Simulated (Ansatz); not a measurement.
# One shape, several levels: SF (Monosulfur monofluoride)

Aim: a comparison of 6 runs (U-r2SCAN0/STO-3G, UB3LYP/STO-3G, UCAM-B3LYP/STO-3G, UHSE06/STO-3G, UPBE/STO-3G, UCCSD/STO-3G) of SF (Monosulfur monofluoride). 

Program for the calculation: Ansatz 0.2.0.

34 further runs of the same task are left out: 6 that didn't finish, 28 set aside as unsound or not needed.

## 1. The structure to begin with

SF has 2 atoms, charge 0, and is taken as a doublet. As SMILES, `F[S]`. The S2–F1 distance was set to 3.189 Å, away from the relaxed value.

## 2. The energy at U-r2SCAN0/STO-3G (run 1)

in.yaml reads:

```yaml
crystal:
  periodic: [false, false, false]
  atoms:
    - symbol: F
      position_ang: [-0.000000, -0.000000, -1.578190]
    - symbol: S
      position_ang: [0.000000, 0.000000, 1.610410]
basis:
  gaussian: {orbitals: STO-3G}
magnetization: {spin_polarized: true, initial_magnetization: 1}
accuracy: high
hamiltonian: {xc: {name: r2SCAN0}}
```

Run with:

```
$ ansatz run in.yaml --threads 1 --pin off --max-ram 3480MiB --events-out events.jsonl --progress --plain --runs-dir runs
```

Standard output:

```text
Warning: RAYON_NUM_THREADS=1 ignored (pool sized by the plan → 1); use --threads N
Functional definition: r2SCAN0
  name "r2SCAN0"
  parameter a = 0.25
  parameter k0 = 0.174
  parameter k1 = 0.065
  parameter a1 = 4.9479
  exchange = (1 - a)*r2scan_x(k0 = k0, k1 = k1, a1 = a1) + a*exact_x
  correlation = r2scan_c
205 factors; integrals over basis functions are off by at most 1.0e-8 eV
mean field evaluation 1: about -13372.3116 eV, gradient 6.5e0 eV
mean field evaluation 2: about -13323.7482 eV, gradient 3.9e-1 eV
mean field evaluation 4: about -13371.3447 eV, gradient 6.5e0 eV
mean field evaluation 8: about -13385.1839 eV, gradient 3.0e0 eV
mean field evaluation 16: about -13385.5840 eV, gradient 8.3e-2 eV
mean field evaluation 32: about -13385.5912 eV, gradient 2.5e-5 eV
mean field evaluation 64: about -13386.2217 eV, gradient 1.3e-2 eV
mean field evaluation 96: about -13385.5793 eV, gradient 2.8e-2 eV
mean field evaluation 128: about -13386.2338 eV, gradient 9.7e-10 eV
mean field -13386.23382124 eV, -491.9350194155 hartree, gradient 9.7e-10 eV, S^2 1.750000; 7 other end points of the search recorded, 0 dependent functions left out
reference -13386.23382146 eV, -491.9350194236 hartree; 13, 12 occupied and 1, 2 virtual orbitals, 205 factors
Total energy: -13386.23382146 eV, -491.9350194236 hartree
```

It took 40 s on 1 thread of Arm Neoverse V1, shared host; peak memory 0.16 GiB.

## 3. The energy at UB3LYP/STO-3G (run 2)

input.yaml reads:

```yaml
basis:
  gaussian: {orbitals: STO-3G}
crystal:
  periodic: [false, false, false]
  atoms:
    - {symbol: F, position_ang: [-0.000000, -0.000000, -1.578190]}
    - {symbol: S, position_ang: [0.000000, 0.000000, 1.610410]}
magnetization: {spin_polarized: true, initial_magnetization: 1}
hamiltonian: {xc: {name: B3LYP}}
accuracy: high
```

Run with:

```
$ ansatz run input.yaml --threads 1 --pin off --max-ram 3480MiB --events-out events.jsonl --progress --plain --runs-dir runs
```

Standard output (excerpt; [...] marks lines left out):

```text
Warning: RAYON_NUM_THREADS=1 ignored (pool sized by the plan → 1); use --threads N
Functional definition: B3LYP
  name "B3LYP"
[...]
205 factors; integrals over basis functions are off by at most 1.0e-8 eV
[...]
mean field -13386.44876822 eV, -491.9429185710 hartree, gradient 1.8e-9 eV, S^2 1.750000; 7 other end points of the search recorded, 0 dependent functions left out
reference -13386.44878600 eV, -491.9429192246 hartree; 13, 12 occupied and 1, 2 virtual orbitals, 205 factors
Total energy: -13386.44878600 eV, -491.9429192246 hartree
```

It took 8.1 s on 1 thread of Arm Neoverse V1, shared host; peak memory 0.098 GiB.

Runs 3 to 5 aren't shown in full; the table further down has their settings and results.

## 4. A single-point energy at UCCSD/STO-3G (run 6)

input.yaml reads:

```yaml
crystal:
  periodic: [false, false, false]
  atoms:
    - symbol: F
      position_ang: [-0.000000, -0.000000, -1.578190]
    - symbol: S
      position_ang: [0.000000, 0.000000, 1.610410]
basis:
  gaussian: {orbitals: STO-3G}
magnetization: {spin_polarized: true, initial_magnetization: 1}
correlation: {method: ccsd, frozen_orbitals: {F: 1, S: 5}}
accuracy: high
scf: {omitted_lower_state_checks: [cluster_reference, increment]}
```

Run with:

```
$ ansatz run input.yaml --threads 1 --pin off --max-ram 3480MiB --events-out events.jsonl --progress --plain --runs-dir runs
```

Standard output:

```text
Warning: RAYON_NUM_THREADS=1 ignored (pool sized by the plan → 1); use --threads N
[... 21 lines left out ...]
6 core orbitals not correlated: weight in the atoms' cores, before any rotation towards them, 1.000 or more for the frozen orbitals, at most 0.000 for the correlated occupied ones
[... 61 lines left out ...]
Total energy: -13363.98389067 eV, -491.1173495486 hartree
Checks for a lower state left out: cluster_reference, increment
```

It took 0.74 s on 1 thread of Arm Neoverse V1, shared host.

## 5. The series

```
run              level  frozen core orbitals  energy (Eh)   ⟨S²⟩  wall time
  1   U-r2SCAN0/STO-3G                     –  -491.935019  1.750       40 s
  2      UB3LYP/STO-3G                     –  -491.942919  1.750      8.1 s
  3  UCAM-B3LYP/STO-3G                     –  -491.902848  1.750      9.9 s
  4      UHSE06/STO-3G                     –  -491.739290  1.750       11 s
  5        UPBE/STO-3G                     –  -491.650690  1.750       11 s
  6       UCCSD/STO-3G                     6  -491.117350  1.750     0.74 s
```

## 6. Results

```
                                          quantity          value
                               run 6: total energy  -491.11735 Eh
run 6: correlation energy (6 core orbitals frozen)       -0.2 mEh
          run 6: ⟨S²⟩ of the reference determinant          1.750
                              run 6: T1 diagnostic          0.000
```

What this shows: Totals of different functionals can't be ranked against each other. In runs 1, 2, 3, 4, 5, 6 the basis is minimal, so the values are rough. Spin contamination of the reference: run 4 ⟨S²⟩ = 1.75, run 6 ⟨S²⟩ = 1.75, run 2 ⟨S²⟩ = 1.75, run 3 ⟨S²⟩ = 1.75, run 5 ⟨S²⟩ = 1.75, run 1 ⟨S²⟩ = 1.75. Where it is this large, the reference is a mixture of spin states, and values that rest on it are in doubt. All runs together took 80 s, the longest 40 s.
